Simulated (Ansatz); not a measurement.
Nudged elastic band run: AlFH₇N

input.yaml

```yaml
crystal:
  periodic: [false, false, false]
  atoms:
    - { symbol: Al, position_ang: [-0.525985, -0.240205, -1.083223] }
    - { symbol: H, position_ang: [-0.695219, -1.578659, -0.144145] }
    - { symbol: H, position_ang: [0.72901, -0.298516, -2.075672] }
    - { symbol: H, position_ang: [-1.914736, 0.42005, -1.532768] }
    - { symbol: H, position_ang: [0.661388, 0.409056, 1.071234] }
    - { symbol: "N", position_ang: [0.168908, 1.020972, 0.401968] }
    - { symbol: H, position_ang: [0.321918, -1.603194, 0.866192] }
    - { symbol: F, position_ang: [0.990247, -1.365397, 1.515396] }
    - { symbol: H, position_ang: [0.830496, 1.723325, 0.069085] }
    - { symbol: H, position_ang: [-0.566026, 1.512669, 0.911933] }
basis:
  gaussian: { orbitals: cc-pVDZ }
hamiltonian:
  xc: pbe0
neb:
  order_check: false
  images: 5
  f_tol: 0.5
  max_iterations: 60
  final_atoms:
    - { symbol: Al, position_ang: [-0.42461096, 0.0937829, -1.07011069] }
    - { symbol: H, position_ang: [-0.53697558, -1.86593684, -0.26112717] }
    - { symbol: H, position_ang: [0.67096149, -0.30924342, -2.14618921] }
    - { symbol: H, position_ang: [-2.00059037, -0.01038236, -1.24891591] }
    - { symbol: H, position_ang: [0.68738299, -0.00829097, 1.32860433] }
    - { symbol: "N", position_ang: [0.19036156, 1.13986835, 0.3379934] }
    - { symbol: H, position_ang: [-0.0875447, -1.61837422, 0.32829517] }
    - { symbol: F, position_ang: [0.94942939, -0.8560497, 1.74884783] }
    - { symbol: H, position_ang: [1.03079763, 1.69244568, 0.16672514] }
    - { symbol: H, position_ang: [-0.47921045, 1.74228158, 0.81587711] }
  initial_path:
    images:
      - { positions_ang: [[-0.525985, -0.240205, -1.083223], [-0.695219, -1.578659, -0.144145], [0.72901, -0.298516, -2.075672], [-1.914736, 0.42005, -1.532768], [0.661388, 0.409056, 1.071234], [0.168908, 1.020972, 0.401968], [0.321918, -1.603194, 0.866192], [0.990247, -1.365397, 1.515396], [0.830496, 1.723325, 0.069085], [-0.566026, 1.512669, 0.911933]] }
      - { positions_ang: [[-0.4695206, -0.26210442, -1.03041941], [-0.80549564, -1.65181914, -0.01822202], [0.79295766, -0.37630734, -1.9737812], [-1.83505181, 0.25537881, -1.57530152], [0.70613704, 0.33599342, 0.98029797], [0.15708373, 1.11978615, 0.44657389], [0.16921624, -1.55747744, 0.73364161], [0.9802738, -1.24511016, 1.24265442], [0.81078637, 1.83442649, 0.13676453], [-0.50638581, 1.54733464, 1.05779173]] }
      - { positions_ang: [[-0.41305619, -0.28400385, -0.97761582], [-0.91577228, -1.72497927, 0.10770096], [0.85690533, -0.45409869, -1.87189039], [-1.75536761, 0.09070761, -1.61783504], [0.75088608, 0.26293084, 0.88936194], [0.14525946, 1.21860029, 0.49117977], [0.01651449, -1.51176088, 0.60109122], [0.9703006, -1.12482332, 0.96991284], [0.79107674, 1.94552799, 0.20444405], [-0.44674562, 1.58200027, 1.20365046]] }
      - { positions_ang: [[-0.35659179, -0.30590327, -0.92481223], [-1.02604892, -1.79813941, 0.23362395], [0.92085299, -0.53189003, -1.76999959], [-1.67568342, -0.07396358, -1.66036856], [0.79563513, 0.18986826, 0.79842591], [0.1334352, 1.31741444, 0.53578566], [-0.13618727, -1.46604432, 0.46854083], [0.96032739, -1.00453648, 0.69717126], [0.77136712, 2.05662948, 0.27212358], [-0.38710543, 1.61666591, 1.34950919]] }
      - { positions_ang: [[-0.37926484, -0.17267455, -0.97324505], [-0.86302447, -1.82073855, 0.06870691], [0.83755582, -0.45767449, -1.89539613], [-1.78398574, -0.05276984, -1.52321768], [0.75955108, 0.12381518, 0.97515205], [0.15241065, 1.25823241, 0.4698549], [-0.11997308, -1.51682095, 0.42179228], [0.95669472, -0.95504088, 1.04773011], [0.85784395, 1.93523488, 0.23699077], [-0.4178071, 1.6585378, 1.17163183]] }
      - { positions_ang: [[-0.4019379, -0.03944582, -1.02167787], [-0.70000002, -1.8433377, -0.09621013], [0.75425866, -0.38345896, -2.02079267], [-1.89228805, -0.0315761, -1.38606679], [0.72346703, 0.0577621, 1.15187819], [0.1713861, 1.19905038, 0.40392415], [-0.10375889, -1.56759759, 0.37504373], [0.95306205, -0.90554529, 1.39828897], [0.94432079, 1.81384028, 0.20185796], [-0.44850878, 1.70040969, 0.99375447]] }
      - { positions_ang: [[-0.42461096, 0.0937829, -1.07011069], [-0.53697558, -1.86593684, -0.26112717], [0.67096149, -0.30924342, -2.14618921], [-2.00059037, -0.01038236, -1.24891591], [0.68738299, -0.00829097, 1.32860433], [0.19036156, 1.13986835, 0.3379934], [-0.0875447, -1.61837422, 0.32829517], [0.94942939, -0.8560497, 1.74884783], [1.03079763, 1.69244568, 0.16672514], [-0.47921045, 1.74228158, 0.81587711]] }
```

Command:

```bash
$ ansatz run input.yaml --threads 2 --pin off --max-ram 3072MiB --backend cpu --events-out ev --progress --plain --runs-dir out
```

Output, in part (warnings, iteration lines, the closing report on the highest movable image, with atoms numbered from 0):

```
NEB end point (image 0): max|allowed force component| = 2.851e-2 eV/Å (the criterion of neb.relax_end_points is 1.000e-1)
NEB end point (image 6): max|allowed force component| = 1.616e-2 eV/Å (the criterion of neb.relax_end_points is 1.000e-1)
NEB iter   1: max|band force component| = 3.693e0 eV/Å  barrier→ = 2.0679 eV  barrier← = 1.3955 eV  Δτ_max = 0.2000 Å  (163 SCF iters)
NEB iter   2: max|band force component| = 1.998e0 eV/Å  barrier→ = 1.1701 eV  barrier← = 0.4977 eV  Δτ_max = 0.2000 Å  (131 SCF iters)
NEB iter   3: max|band force component| = 1.373e0 eV/Å  barrier→ = 0.9130 eV  barrier← = 0.2406 eV  Δτ_max = 0.1956 Å  (134 SCF iters)
NEB iter   4: max|band force component| = 7.324e-1 eV/Å  barrier→ = 0.8100 eV  barrier← = 0.1376 eV  Δτ_max = 0.2000 Å  (133 SCF iters)
NEB iter   5: max|band force component| = 4.598e0 eV/Å  barrier→ = 0.8602 eV  barrier← = 0.1877 eV  Δτ_max = 0.1014 Å  (137 SCF iters)
NEB iter   6: max|band force component| = 1.003e0 eV/Å  barrier→ = 0.7985 eV  barrier← = 0.1261 eV  Δτ_max = 0.2000 Å  (133 SCF iters)
NEB iter   7: max|band force component| = 1.083e0 eV/Å  barrier→ = 0.7817 eV  barrier← = 0.1093 eV  Δτ_max = 0.1003 Å  (134 SCF iters)
NEB iter   8: max|band force component| = 6.690e-1 eV/Å  barrier→ = 0.7838 eV  barrier← = 0.1114 eV  Δτ_max = 0.0592 Å  (125 SCF iters)
NEB iter   9: max|band force component| = 3.654e-1 eV/Å  barrier→ = 0.7813 eV  barrier← = 0.1089 eV  CI = image 3  Δτ_max = 0.0000 Å  (254 SCF iters)
Total energy: -10910.24408093 eV, -400.9440747453 hartree
Atom 0 at    -0.411493    -0.090408    -1.012254 Å, force    -0.030652    -0.114273     0.056748 eV/Å
Atom 1 at    -0.672231    -1.657051    -0.074967 Å, force     0.123105     0.085463    -0.013496 eV/Å
Atom 2 at     0.790783    -0.344701    -2.015165 Å, force     0.001782    -0.016287    -0.016193 eV/Å
Atom 3 at    -1.952803     0.035511    -1.395425 Å, force     0.013873     0.115172     0.000976 eV/Å
Atom 4 at     0.695019     0.152191     1.085384 Å, force    -0.124162     0.025993    -0.027403 eV/Å
Atom 5 at     0.211195     1.054278     0.443678 Å, force    -0.123974     0.065157    -0.205659 eV/Å
Atom 6 at    -0.031472    -1.460380     0.484036 Å, force     0.163229     0.080861     0.225084 eV/Å
Atom 7 at     0.968271    -1.002196     1.398907 Å, force    -0.112686    -0.076012    -0.166050 eV/Å
Atom 8 at     0.907564     1.735883     0.135139 Å, force     0.051815    -0.083787     0.075266 eV/Å
Atom 9 at    -0.504832     1.576974     0.950667 Å, force     0.037671    -0.082287     0.070726 eV/Å
Dipole moment:    -0.197387     0.646908    -0.025950 e Å
```

The forces met the threshold. The threshold of 0.5 eV/Å is loose, so the images may lie well off the minimum-energy path. The order of the stationary point at the top wasn't checked. The orbitals stay closed-shell, which can raise the energy where a bond breaks towards radicals; this wasn't checked here.

Final band (atoms are numbered from 1 in the order of the input):

```tsv
image	path coordinate (Å)	energy (eV)	Al1–H2 (Å)	H5–N6 (Å)	H7–F8 (Å)
0	0.00	0.00	1.64	1.03	0.96
1	0.32	0.07	1.66	1.04	0.99
2	0.65	0.38	1.71	1.08	1.10
3	0.98	0.78	1.84	1.21	1.43
4	1.31	0.73	1.98	1.43	1.74
5	1.63	0.67	2.12	1.60	1.92
6	1.96	0.67	2.12	1.60	1.92
```

The run took 68 s on 2 threads of Arm Neoverse V2, on a shared host, peak memory 0.14 GiB.
